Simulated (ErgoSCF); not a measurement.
# AlH2F (SMILES [H][Al]([H])[F]) at 6 levels

Wanted: a comparison of 6 runs (HF/3-21G, HF/6-31G*, HF/def2-SVP, HF/pcseg-2, B3LYP/6-31G*, PBE0/def2-SVP) of AlH2F. 

The calculation is run with ErgoSCF 3.8.

2 further runs of the same task are left out: 1 that didn't finish, 1 set aside as unsound or not needed.

**1. Starting point**

AlH2F has 4 atoms, charge 0, and is taken as a singlet. SMILES: `[H][Al]([H])[F]`. The shape comes from GFN2-xTB, which is rough for such elements, and wasn't checked as a minimum.

Bond lengths: Al1–F4 1.642 Å, Al1–H2 1.528 Å, Al1–H3 1.528 Å. Angles: H2–Al1–F4 119.2°, H3–Al1–F4 119.2°, H2–Al1–H3 121.7°.

**2. The energy at HF/3-21G (run 1)**

input.ego

```
set_nthreads("env")
molecule_inline Angstrom
Al       0.019600       0.032680       0.000940
H        1.546910      -0.017870       0.014080
H       -0.738990       1.358820      -0.019420
F       -0.827520      -1.373630       0.004400
EOF
basis = "3-21G"
scf.max_number_of_iterations = 120
scf.use_diagonalization = 1
charge = 0
scf.output_mulliken_pop = 1
tmpdir = "."
run "HF"
```

The basis set 3-21G is read from a file made from the Basis Set Exchange's data (not shown).

Run with:

```console
ergo input.ego
```

The program printed:

```text
[...]
INSC SCF_general constructor, number of basis functions: 26
[...]
INSC Energy   1 =       -220.75764026175
[...]
INDE E_LUMO =          0.05188133998
[...]
INSC Energy  16 =       -340.69867699261  ( diff     -0.000000000003070 )
[...]
RESC CONVERGED after  16 iterations.
RESC FINAL ENERGY:       -340.69867699261
[...]
INSC SCF: dipole_moment_x [atomic units] =       0.29834538
INSC SCF: dipole_moment_y [atomic units] =       0.49570792
INSC SCF: dipole_moment_z [atomic units] =       0.00218167
[...]
```

Wall time 1.1 s (1 thread of Arm Neoverse V1, shared host); peak memory 0.26 GiB.

**3. The response to a field at HF/6-31G(d) (spherical functions) (run 2)**

input.ego

```
# AlFH2
set_nthreads(1)
molecule_inline
Al 0.03703863 0.06175625 0.00177634
H  2.92323624 -0.03376941 0.02660734
H  -1.39648871 2.56779765 -0.03669848
F  -1.56378616 -2.59578450 0.00831479
EOF
scf.max_number_of_iterations = 80
lr.max_iterations = 30
basis = "6-31Gs"
scf.output_mulliken_pop = 1
tmpdir = "."
get_polarisability "HF" all 0.0428
```

Run with:

```console
ergo input.ego
```

The program printed:

```text
[...]
INSC SCF_general constructor, number of basis functions: 36
[...]
INSC Energy   1 =       -174.96338867065
[...]
INDE PURIFICATION CONVERGED after 34 iterations
[...]
INDE PURIFICATION CONVERGED after 44 iterations
[...]
INDE PURIFICATION CONVERGED after 28 iterations
[...]
INDE PURIFICATION CONVERGED after 28 iterations
[...]
INDE E(LUMO) - E(HOMO) <=          0.58310690894 =         15.86714739782 eV
[...]
INSC Energy  17 =       -342.55901803715  ( diff      0.000000000000114 )
[...]
RESC CONVERGED after  17 iterations.
RESC FINAL ENERGY:       -342.55901803715
[...]
INSC SCF: dipole_moment_x [atomic units] =       0.27033781
INSC SCF: dipole_moment_y [atomic units] =       0.44924053
INSC SCF: dipole_moment_z [atomic units] =       0.00211587
[...]
```

The script printed:

```text
Inline main molecule with 4 atoms.
Step  1: ssize:   2 |r|=      2.24661 shift=  0.042800
Step  2: ssize:   4 |r|=     0.732602 shift=  0.042800
Step  3: ssize:   6 |r|=     0.179587 shift=  0.042800
Step  4: ssize:   8 |r|=    0.0339617 shift=  0.042800
Step  5: ssize:  10 |r|=   0.00730126 shift=  0.042800
Step  6: ssize:  12 |r|=   0.00156596 shift=  0.042800
Response << X | X >> at freq     0.042800000:    -19.65463883
Response << Y | X >> at freq     0.042800000:    0.9577197249
Response << Z | X >> at freq     0.042800000:  -0.05669009028
Step  1: ssize:   2 |r|=      2.65846 shift=  0.042800
Step  2: ssize:   4 |r|=     0.822509 shift=  0.042800
Step  3: ssize:   6 |r|=     0.187019 shift=  0.042800
Step  4: ssize:   8 |r|=    0.0357881 shift=  0.042800
Step  5: ssize:  10 |r|=   0.00783827 shift=  0.042800
Step  6: ssize:  12 |r|=   0.00139194 shift=  0.042800
Response << X | Y >> at freq     0.042800000:     0.957773744
Response << Y | Y >> at freq     0.042800000:    -18.63739982
Response << Z | Y >> at freq     0.042800000:   0.05495533162
Step  1: ssize:   2 |r|=      1.59748 shift=  0.042800
Step  2: ssize:   4 |r|=     0.267537 shift=  0.042800
Step  3: ssize:   6 |r|=    0.0405043 shift=  0.042800
Step  4: ssize:   8 |r|=    0.0120895 shift=  0.042800
Step  5: ssize:  10 |r|=   0.00273305 shift=  0.042800
Step  6: ssize:  12 |r|=   0.00121936 shift=  0.042800
Response << X | Z >> at freq     0.042800000:  -0.05668954589
Response << Y | Z >> at freq     0.042800000:   0.05495587271
Response << Z | Z >> at freq     0.042800000:    -14.10419993
```

It took 9 s on 1 thread of Arm Neoverse V1, shared host; peak memory 0.26 GiB.

Run 3 isn't shown in full; the table further down has it.

**4. A single-point energy at HF/pcseg-2 (run 4)**

geom.xyz

```xyz
4

Al     0.019600     0.032680     0.000940
H      1.546910    -0.017870     0.014080
H     -0.738990     1.358820    -0.019420
F     -0.827520    -1.373630     0.004400
```

job.ego

```
# AlFH2, HF
set_nthreads("env")
molecule "geom.xyz"
tmpdir = "."
scf.use_diagonalization = 1
basis = "pcseg-2"
scf.max_number_of_iterations = 120
scf.output_mulliken_pop = 1
charge = 0
run "HF"
```

The basis set pcseg-2 is read from a file made from the Basis Set Exchange's data (not shown).

Run with:

```console
ergo < job.ego
```

The program printed:

```text
[...]
INSC SCF_general constructor, number of basis functions: 92
[...]
INSC Energy   1 =        -81.25965055631
[...]
INDE E_LUMO =          0.03700332835
[...]
INSC Energy  15 =       -342.62872836623  ( diff     -0.000000000001023 )
[...]
RESC CONVERGED after  15 iterations.
RESC FINAL ENERGY:       -342.62872836623
[...]
INSC SCF: dipole_moment_x [atomic units] =       0.28827639
INSC SCF: dipole_moment_y [atomic units] =       0.47899409
INSC SCF: dipole_moment_z [atomic units] =       0.00205705
[...]
```

Wall time 57 s (1 thread of Arm Neoverse V1, shared host); peak memory 0.26 GiB.

Run 5 isn't shown in full; the table further down has it.

**5. The energy at PBE0/def2-SVP (run 6)**

input.xyz

```xyz
4
AlFH2
Al     0.019600     0.032680     0.000940
H      1.546910    -0.017870     0.014080
H     -0.738990     1.358820    -0.019420
F     -0.827520    -1.373630     0.004400
```

run.inp

```
# single point, AlFH2
set_nthreads("env")
molecule "input.xyz"
charge = 0
XC.sparse_mode = 0
tmpdir = "."
scf.output_mulliken_pop = 1
scf.use_diagonalization = 1
scf.max_number_of_iterations = 120
XC.radint = 1e-11
XC.angint = 41
basis = "def2-SVP"
run "PBE0"
```

The basis set def2-SVP is read from a file made from the Basis Set Exchange's data (not shown).

Run with:

```console
ergo run.inp
```

The program printed:

```text
[...]
INDF Weighted mixed functional:
[...]
INSC Energy   1 =       -158.78099186825
[...]
INDE E_LUMO =         -0.04377628658
[...]
INSC Energy  15 =       -343.14921706363  ( diff     -0.000000000001364 )
[...]
RESC CONVERGED after  15 iterations.
RESC FINAL ENERGY:       -343.14921706363
[...]
INSC SCF: dipole_moment_x [atomic units] =       0.23052458
INSC SCF: dipole_moment_y [atomic units] =       0.38308611
INSC SCF: dipole_moment_z [atomic units] =       0.00190891
[...]
```

It took 5.7 s on 1 thread of Arm Neoverse V1, shared host; peak memory 0.26 GiB.

**6. The series**

```tsv
run	level	task	solver	energy (Eh)	dipole moment (D)	wall time
1	HF/3-21G	energy	diagonalisation	-340.698677	1.47	1.1 s
2	HF/6-31G* (spherical functions)	polarizability	purification	-342.559018	1.33	9 s
3	HF/def2-SVP	energy	diagonalisation	-342.418757	1.36	4.2 s
4	HF/pcseg-2	energy	diagonalisation	-342.628728	1.42	57 s
5	B3LYP/6-31G* (spherical functions)	energy	diagonalisation	-343.524995	1.09	5.4 s
6	PBE0/def2-SVP	energy	diagonalisation	-343.149217	1.14	5.7 s
```

**7. What came out**

| quantity | value |
| --- | --- |
| run 6: total energy | -343.14922 Eh |
| run 6: dipole moment | 1.14 D |

What this shows: The dipole moment (its size) runs from 1.09 D (B3LYP/6-31G*) to 1.47 D (HF/3-21G). The two ends differ in method and basis. Totals of different functionals can't be ranked against each other. All runs together took 83 s, the longest 57 s.
